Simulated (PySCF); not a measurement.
Solvent effects on NMR parameters

Cartesian coordinates in Å; atom numbers follow the order of the lines, from 1:
```xyz
15

C     1.9100   -1.2787    0.2304
O     1.0632   -0.2529   -0.1811
C    -0.2809   -0.6308   -0.2530
C    -1.1101    0.5964   -0.5620
C    -0.9792    1.6865    0.4798
Cl   -1.6245    1.1725    2.0737
H     1.6432   -1.6564    1.2373
H     2.9336   -0.8802    0.2665
H     1.8935   -2.1380   -0.4697
H    -0.4331   -1.4001   -1.0381
H    -0.6145   -1.0727    0.7079
H    -2.1663    0.3062   -0.6769
H    -0.7762    1.0162   -1.5267
H    -1.5355    2.5883    0.1927
H     0.0766    1.9439    0.6342
```

GIAO PBE0/pcSseg-1 in PySCF on one PBE0-D3(BJ)/def2-SVP conformer, non-relativistic, equivalent nuclei averaged. Solvents enter as an IEF-PCM continuum (chloroform with ε = 4.7, acetonitrile with ε = 35.7) around the gas-phase geometry. Shifts are referred to TMS computed in the same medium.

Gas phase, δ in ppm: C3 67.4, C1 59.3, C5 46.8, C4 35.0, H14/H15 3.57, H7/H8/H9 3.33, H10/H11 3.30, H12/H13 1.61. Dipole moment 1.92 D.

Question: How does each δ change in the continuum?

Answer: 
```csv
atoms,environment,"Δδ, chloroform","Δδ, acetonitrile"
C3,sp3 CH2 bonded to O,+0.6,+0.9
C1,methyl carbon bonded to O,+0.5,+0.8
C5,sp3 CH2 bonded to Cl,+1.8,+2.6
C4,sp3 CH2,+0.6,+0.8
H14/H15,hydrogen on an sp3 CH2 bonded to Cl,+0.12,+0.17
H7/H8/H9,hydrogen on a methyl carbon bonded to O,+0.06,+0.09
H10/H11,hydrogen on an sp3 CH2 bonded to O,+0.03,+0.05
H12/H13,hydrogen on an sp3 CH2,+0.10,+0.14
```

Changes are relative to the gas phase. The dipole moment becomes 2.30 D in chloroform, 2.44 D in acetonitrile.

Question: Which nuclei move most (in ppm), and what does the model miss?

Answer: C5 (sp3 CH2 bonded to Cl, +2.6 ppm) in acetonitrile. A continuum only polarises the solute; specific hydrogen bonds, the anisotropy of aromatic solvents and changes of geometry or conformer are outside it.
